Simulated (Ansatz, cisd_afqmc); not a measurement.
Species: CH3, charge 0, doublet. CH3 (SMILES [CH3], doublet).
B3LYP-D3(BJ)/def2-TZVP minimum from Ansatz (a first-principles code):
```xyz
4

C      0.0000     0.0000     0.0000
H      0.0036     1.0786    -0.0270
H      0.9326    -0.5425     0.0110
H     -0.9362    -0.5361     0.0160
```
Charge 0, spin multiplicity 2.

Total energies in cc-pVDZ, 7 correlated electrons, 1 frozen orbitals. Radicals and triplets start from unrestricted determinants; spin-orbit coupling is neglected. Correlated methods leave the cores frozen. No relativity. AFQMC is phaseless with a CISD trial state; ± is one standard error, without the phaseless bias. Outlying blocks are dropped, and bars are widened where a walk drifts. Over all cases where full CI ran beside it in this data, AFQMC minus full CI had a median of +0.1 mEh and passed +0.4 mEh in a tenth of the cases. Full CI freezes restricted core orbitals and the other rows unrestricted ones, which leaves a small offset even where coupled cluster is exact.

```tsv
method	program	energy (Eh)	error against FCI (mEh)
HF	Ansatz	-39.56381	152.53
MP2	Ansatz	-39.69040	25.93
CCSD	Ansatz	-39.71324	3.10
CCSD(T)	Ansatz	-39.71583	0.51
CCSDT(Q)	Ansatz	-39.71634	-0.01
CCSDTQ	Ansatz	-39.71635	-0.02
AFQMC/CISD	cisd_afqmc	-39.7162 ± 0.0001	0.1 ± 0.1
FCI	Ansatz	-39.71633	0.00
```

Rough core times of Ansatz's runs on a shared machine: CCSD(T) under 20 s, CCSDT(Q) under 20 s, CCSDTQ 80 s, FCI 3 min.
